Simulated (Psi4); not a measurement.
Psi4 input (wB97X-D/6-31G*):

```
memory 1500 MB

molecule {
-1 1
C     0.00665950    1.54479392    0.01509290
C     1.17493834    0.74565165    0.01275948
C     1.19231559   -0.65251117   -0.00079146
C    -0.00587912   -1.36377009   -0.01332427
C    -1.19789656   -0.64209902   -0.01185711
C    -1.16846543    0.75585990    0.00191054
H     2.15387681    1.23679856    0.02212182
H     2.13917154   -1.19434108   -0.00165057
H    -0.01056120   -2.44986618   -0.02393561
H    -2.14938844   -1.17565942   -0.02150474
H    -2.14313261    1.25551703    0.00222853
symmetry c1
no_reorient
no_com
}

set {
  basis 6-31G*
  reference rks
  scf_type pk
  dft_radial_points 99
  dft_spherical_points 590
  e_convergence 1e-8
  d_convergence 1e-7
  maxiter 150
}

e = energy('wb97x-d')
print_out(f'\nFINAL {e:.10f} DIPOLE {variable("CURRENT DIPOLE")[0]:.6f} {variable("CURRENT DIPOLE")[1]:.6f} {variable("CURRENT DIPOLE")[2]:.6f}\n')
```

Q: Predict the final energy.

A: -231.48443 Eh.
